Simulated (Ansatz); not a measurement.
C3H10N, charge +2, doublet, at a GFN2-xTB geometry of the parent state (a state made from the parent by changing its charge; the spin is typed, not shown lowest); PBE0/3-21G (Ansatz, a first-principles code).

Input for Ansatz:
Ansatz 0.2 input:
```yaml
crystal:
  periodic: [false, false, false]
  atoms:
    - {symbol: N, position_ang: [-0.00145735, -0.00078979, 0.34907080]}
    - {symbol: C, position_ang: [-0.00683148, 1.40360564, -0.09889597]}
    - {symbol: C, position_ang: [1.21940542, -0.69518278, -0.09852509]}
    - {symbol: C, position_ang: [-1.21129590, -0.70773025, -0.10870151]}
    - {symbol: H, position_ang: [-0.00247043, 1.44135056, -1.18709760]}
    - {symbol: H, position_ang: [0.87339726, 1.92496286, 0.27271406]}
    - {symbol: H, position_ang: [-0.89547623, 1.91583180, 0.26530846]}
    - {symbol: H, position_ang: [1.25459564, -0.71020410, -1.18671739]}
    - {symbol: H, position_ang: [1.22922597, -1.72074149, 0.26595109]}
    - {symbol: H, position_ang: [2.10574056, -0.18427709, 0.27308679]}
    - {symbol: H, position_ang: [-1.23721663, -0.72306702, -1.19714967]}
    - {symbol: H, position_ang: [-2.10593863, -0.20601809, 0.25545409]}
    - {symbol: H, position_ang: [-1.21357974, -1.73335144, 0.25572399]}
    - {symbol: H, position_ang: [-0.00574458, -0.00311317, 1.37596602]}
basis:
  gaussian:
    orbitals: 3-21G.json
hamiltonian:
  xc: pbe0
total_charge: 2
magnetization: {spin_polarized: true, initial_magnetization: 1}
```
The basis file holds 3-21G in the JSON format of the Basis Set Exchange.

Output, abridged:

```
Functional definition: PBE0
714 factors; integrals over basis functions are off by at most 9.8e-4 eV
mean field evaluation 1: about -4696.9310 eV, gradient 5.0e1 eV
mean field evaluation 2: about -4691.8474 eV, gradient 5.8e1 eV
mean field evaluation 4: about -4707.5203 eV, gradient 5.7e0 eV
mean field evaluation 8: about -4707.7618 eV, gradient 6.2e-1 eV
mean field evaluation 16: about -4707.7642 eV, gradient 5.9e-3 eV
mean field evaluation 32: about -4707.7642 eV, gradient 2.1e-6 eV
mean field evaluation 64: about -4707.4158 eV, gradient 4.6e0 eV
mean field -4707.76420323 eV, -173.0071434315 hartree, gradient 2.1e-6 eV, S^2 0.751825; 8 other end points of the search recorded, 0 dependent functions left out
reference -4707.76421705 eV, -173.0071439393 hartree; 17, 16 occupied and 39, 40 virtual orbitals, 714 factors
Total energy: -4707.76421705 eV, -173.0071439393 hartree
```
